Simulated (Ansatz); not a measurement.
**hcp Re**

Calculation: PBEsol (Ansatz, a program for electronic structure, PAW).

Run with plane-wave cutoff 520 eV, 30×30×14 k mesh (along the axes of the cell as run), Fermi–Dirac smearing 0.058 eV (set by the program), no spin polarisation, scalar-relativistic PAW data made under PBE.

Cell: relaxed at this level.

| Item | Value |
|---|---|
| elastic constant C11 | 654 GPa |
| elastic constant C12 | 285 GPa |
| elastic constant C13 | 233 GPa |
| elastic constant C33 | 709 GPa |
| elastic constant C44 | 174 GPa |
| elastic constant C66 | 184 GPa |
| Voigt–Reuss–Hill bulk modulus | 391 GPa |
| polycrystal shear modulus (Hill average) | 189 GPa |
| Young modulus | 489 GPa |
| Poisson ratio | 0.292 |

Measured, for comparison: elastic constant C11 616 GPa, elastic constant C12 273 GPa, elastic constant C13 206 GPa, elastic constant C33 683 GPa, elastic constant C44 161 GPa (temperature not stated, not corrected to a static lattice; as tabulated in Mehl and Papaconstantopoulos (1996), arXiv:mtrl-th/9602003). Computed (rounded) less measured: elastic constant C11 +6 %, elastic constant C12 +4 %, elastic constant C13 +13 %, elastic constant C33 +4 %, elastic constant C44 +8 %. A static lattice is as a rule a little smaller and stiffer than an uncorrected measurement, which narrows the difference in the elastic constant C11, elastic constant C12, elastic constant C33, elastic constant C44 and would widen misses of the other sign.

Elastic constants are with the ions relaxed.

Spin–orbit coupling is not included.
